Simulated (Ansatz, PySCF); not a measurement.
This PySCF input computes a CCSD(T)/cc-pVDZ energy:

```python
from pyscf import gto, scf, mp, cc as ccmod

mol = gto.M(
    atom='''
    C    -0.00000000   -0.00000000   -0.59802389
    N     0.00000000    0.00000000    0.53145448
    H    -0.00000000   -0.00000000   -1.67932452
    H     0.00000000    0.00000000    1.54728651
    ''',
    basis='cc-pvdz',
    charge=1,
    spin=0,
    verbose=4,
)

mf = scf.RHF(mol)
mf.conv_tol = 1e-10
mf.max_cycle = 100
mf.kernel()
mp2 = mp.MP2(mf, frozen=2).run()
cc = ccmod.CCSD(mf, frozen=2)
cc.max_cycle = 100
cc.kernel()
et = cc.ccsd_t()
print(f'E(CCSD(T)) = {cc.e_tot + et:.9f}')
```

Task: Write an input for the same energy in Ansatz (an electronic-structure program) and say what it gives.

Result: 
Ansatz 0.2 input:
```yaml
crystal:
  periodic: [false, false, false]
  atoms:
    - {symbol: C, position_ang: [-0.00000000, -0.00000000, -0.59802389]}
    - {symbol: N, position_ang: [0.00000000, 0.00000000, 0.53145448]}
    - {symbol: H, position_ang: [-0.00000000, -0.00000000, -1.67932452]}
    - {symbol: H, position_ang: [0.00000000, 0.00000000, 1.54728651]}
basis:
  gaussian:
    orbitals: cc-pVDZ
total_charge: 1
magnetization: {spin_polarized: false}
correlation: {method: ccsd_t, electrons: outside_noble_gas}
```
It gives -93.46978 Eh, and PySCF -93.46978 Eh, a difference of 0.00 mEh.

It need not be the lowest isomer of its formula.
